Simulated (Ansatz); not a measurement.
Geometry optimisation, UKS PBE/def2-SVP (Ansatz).

Input file:

```yaml
crystal:
  periodic: [false, false, false]
  atoms:
    - { symbol: H, position_ang: [0.318, 0.0122, -2.0045] }
    - { symbol: H, position_ang: [-0.4205, -0.1481, -1.824] }
    - { symbol: Cl, position_ang: [-0.4311, -0.59, 2.5088] }
    - { symbol: Cl, position_ang: [0.5336, 0.7258, 1.3197] }
magnetization:
  spin_polarized: true
basis:
  gaussian: { orbitals: def2-SVP }
hamiltonian:
  xc: pbe
relax:
  f_tol: 0.02
  max_steps: 40
```

Command:

```bash
$ ansatz run input.yaml --threads 1 --pin off --max-ram 2048MiB --backend cpu --events-out ev --progress --plain --runs-dir out
```

Question: Where does it end, and by what steps?

Answer: It converged. The force dipped under the threshold on the way, but the program's further checks kept it going. After 21 steps the energy has fallen by 0.040 eV; H2 moved furthest, 0.55 Å.

| step | energy less start (eV) | largest force component (eV/Å) | accepted |
| --- | --- | --- | --- |
| 0 | 0.0000 | 0.389 | yes |
| 1 | -0.0134 | 0.042 | yes |
| 2 | -0.0136 | 0.006 | yes |
| 3 | -0.0141 | 0.086 | yes |
| 4 | -0.0145 | 0.084 | yes |
| 5 | -0.0145 | 0.089 | yes |
| 6 | 0.0192 | 1.165 | no |
| 7 | -0.0157 | 0.365 | yes |
| 8 | -0.0231 | 0.117 | yes |
| 9 | -0.0306 | 0.157 | yes |
| 10 | -0.0306 | 0.159 | yes |
| 11 | -0.0315 | 0.101 | yes |
| 12 | -0.0006 | 1.315 | no |
| 13 | -0.0359 | 0.022 | yes |
| 14 | -0.0382 | 0.013 | yes |
| 15 | 0.0133 | 1.626 | no |
| 16 | -0.0384 | 0.018 | yes |
| 17 | -0.0387 | 0.030 | yes |
| 18 | -0.0389 | 0.048 | yes |
| 19 | -0.0392 | 0.095 | yes |
| 20 | -0.0394 | 0.061 | yes |
| 21 | -0.0398 | 0.016 | yes |

```xyz
4
Properties=species:S:1:pos:R:3
H 0.024 -0.060 -2.353
H 0.060 -0.011 -1.587
Cl -0.682 -0.486 2.582
Cl 0.599 0.557 1.358
```

Time of the run: 22 s on 1 thread of Arm Neoverse V1, with other jobs on the host, peak memory 0.098 GiB.
